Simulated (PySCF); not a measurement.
**How the method moves the HOMO and LUMO of `CCS(=O)(=O)Cl`**

Compound: C₂H₅ClO₂S.
SMILES with atom numbers: `[CH3:1][CH2:2][S:3](=[O:4])(=[O:5])[Cl:6]` (hydrogens: H7, H8, H9 on C1; H10, H11 on C2)

Cartesian coordinates in Å at the PBE0-D3(BJ)/def2-SVP level; atoms count from 1:
```
atom  x, y, z in Å
C1    -1.276    0.295   -0.386
C2    -0.279   -0.350    0.546
S3     1.412   -0.270   -0.041
O4     1.460   -0.686   -1.426
O5     2.295   -0.829    0.957
Cl6    1.706    1.815   -0.009
H7    -2.286    0.192    0.035
H8    -1.255   -0.184   -1.374
H9    -1.062    1.366   -0.510
H10   -0.427   -1.439    0.645
H11   -0.251    0.087    1.555
```

Basis pcSseg-2 throughout (PySCF), one geometry. Geometry: PBE0-D3(BJ)/def2-SVP, one conformer, isolated molecule.

Q: How do the orbital energies, the gap and the dipole change with the method?

A: 
```tsv
method	kind	HOMO (eV)	LUMO (eV)	gap (eV)	μ (D)	SCF cycles
B97-D	GGA	-7.65	-2.76	4.89	4.13	18
KT2	GGA	-7.76	-2.87	4.89	4.13	18
KT3	GGA	-7.77	-2.84	4.93	4.08	18
B3LYP	global hybrid	-8.92	-2.14	6.77	4.30	15
PBE0	global hybrid	-9.19	-1.85	7.34	4.29	15
mPW1PW91	global hybrid	-9.22	-1.88	7.34	4.30	15
```

The HOMO spans 1.57 eV, from B97-D down to mPW1PW91, and the gap runs from 4.89 eV (B97-D) to 7.34 eV (PBE0). Over the methods B97-D (0 %), KT2 (0 %), KT3 (0 %), B3LYP (20 %), PBE0 (25 %), mPW1PW91 (25 %), a straight line through the gap against the share of exact exchange rises by 0.97 eV for each 10 % (correlation coefficient 1.000). The dipole ranges from 4.08 D (KT3) to 4.30 D (B3LYP). This basis has no diffuse functions.
